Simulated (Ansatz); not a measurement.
Geometry optimisation, RKS r2SCAN-D4/STO-3G (Ansatz 0.2.0).

Input:

```yaml
crystal:
  periodic: [false, false, false]
  atoms:
    - { symbol: F, position_ang: [-1.3066, 0.7125, 1.1854] }
    - { symbol: C, position_ang: [-0.3011, -0.0071, 0.8461] }
    - { symbol: "N", position_ang: [0.6539, 0.7072, 0.0406] }
    - { symbol: C, position_ang: [0.4552, -0.0222, -0.9548] }
    - { symbol: Cl, position_ang: [0.9275, -0.0991, -2.5292] }
    - { symbol: O, position_ang: [-0.517, -0.7844, -0.3172] }
    - { symbol: H, position_ang: [-1.01576, -1.60201, -0.06651] }
basis:
  gaussian: { orbitals: STO-3G }
hamiltonian:
  xc: r2scan
  dispersion: d4
relax:
  f_tol: 0.02
  max_steps: 50
```

Launched with:

```bash
$ ansatz run input.yaml --threads 1 --pin off --max-ram 2048MiB --backend cpu --events-out ev --progress --plain --runs-dir out
```

Question: Where does it end, and by what steps?

Answer: The forces met the threshold. Limits of this set-up: minimal basis. After 29 steps the energy has fallen by 4.884 eV; H7 moved furthest, 1.85 Å. Parted: C2–O6.

| step | energy less start (eV) | largest force component (eV/Å) | accepted |
| --- | --- | --- | --- |
| 0 | 0.0000 | 7.074 | yes |
| 2 | -3.2922 | 1.659 | yes |
| 4 | -3.8875 | 2.290 | yes |
| 6 | -4.0586 | 0.739 | yes |
| 8 | -4.1523 | 0.394 | yes |
| 10 | -4.2114 | 0.970 | yes |
| 12 | -4.2875 | 1.360 | yes |
| 14 | -4.5152 | 2.558 | yes |
| 16 | -4.7198 | 0.401 | yes |
| 18 | -4.7913 | 1.546 | yes |
| 20 | -4.8546 | 0.213 | yes |
| 22 | -4.8768 | 0.294 | yes |
| 24 | -4.8822 | 0.142 | yes |
| 26 | -4.8840 | 0.075 | yes |
| 28 | -4.8843 | 0.025 | yes |
| 29 | -4.8843 | 0.015 | yes |

```xyz
7
Properties=species:S:1:pos:R:3
F -0.653 1.950 1.818
C 0.087 0.865 1.474
N -0.375 0.380 0.252
C -0.103 -0.470 -0.682
Cl 1.102 -0.108 -2.051
O -0.759 -1.694 -0.851
H -0.402 -2.019 -1.756
```

Whether the end is a true minimum wasn't checked by a vibrational analysis.

The run took 2.1 min on 1 thread of Arm Neoverse V1 (shared host), peak memory 0.18 GiB.
